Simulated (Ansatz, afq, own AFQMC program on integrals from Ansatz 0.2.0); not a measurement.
## Atomization energy of SiO, triplet

```xyz
2

Si    0.0000    0.0000    0.0000
O     0.0000    0.0000    1.7235
```

Atoms in their ground-state spins without spin–orbit coupling (mostly on UHF) minus the molecule (UHF), without zero-point energy. The geometry is a stationary point, not shown to be a minimum.

Basis 6-31G. Only valence electrons are correlated. Ansatz 0.2.0 and our own AFQMC program on the same integrals; the CISD trial comes from CCSD amplitudes, and released means the phaseless constraint is let go. Uncertainties: one standard error, sampling alone. The errors of all members are added in quadrature.

Full CI on the same integrals is exact in this basis and with this determinant's frozen core.

Errors are counted within 6-31G, not against nature.

Cautions: SiO (triplet): another spin lies lower, the CCSDT(Q) amplitudes may be one of several solutions (largest double 0.69), the CCSDTQ amplitudes may be one of several solutions (largest double 0.75), the released energy hasn't reached full CI (173 meV above it at 2.40 1/Eh), so no released level is given (meV from the phaseless value at times in 1/Eh: 13 ± 9 at 0.24, 7 ± 9 at 0.51, -14 ± 11 at 0.99, -43 ± 13 at 1.62, -14 ± 13 at 2.40), the determinant fills πx and πy unequally, so it mixes two states of the linear molecule, and each level undoes that mixture to a different degree, while full CI gives the lower state, its ph-AFQMC/CISD value lies 187 ± 10 meV above full CI.

Reference (full CI): 61.0 kcal/mol.

| level | atomization energy (kcal/mol) | error against FCI (kcal/mol) |
| --- | --- | --- |
| HF | 22.5 | -38.5 |
| MP2 | 54.4 | -6.6 |
| CCSD | 54.1 | -6.9 |
| CCSD(T) | 56.2 | -4.8 |
| CCSDT | 60.2 | -0.8 |
| CCSDT(Q) | 61.2 | 0.2 |
| ph-AFQMC/HF | 57.6 ± 0.7 | -3.4 ± 0.7 |
| ph-AFQMC/CISD | 56.7 ± 0.2 | -4.3 ± 0.2 |

Correlation beyond CCSD(T) adds 4.8 kcal/mol. The perturbative (T) step is worth +2.1 kcal/mol. Where a determinant mixes two states, these steps and errors hold in part the undoing of that mixture, and only full CI is sure.

CCSDT and higher add their correlation energy to the determinant of the CCSD(T) run, since their own runs factorise the integrals more tightly (a shift of under 2 meV).
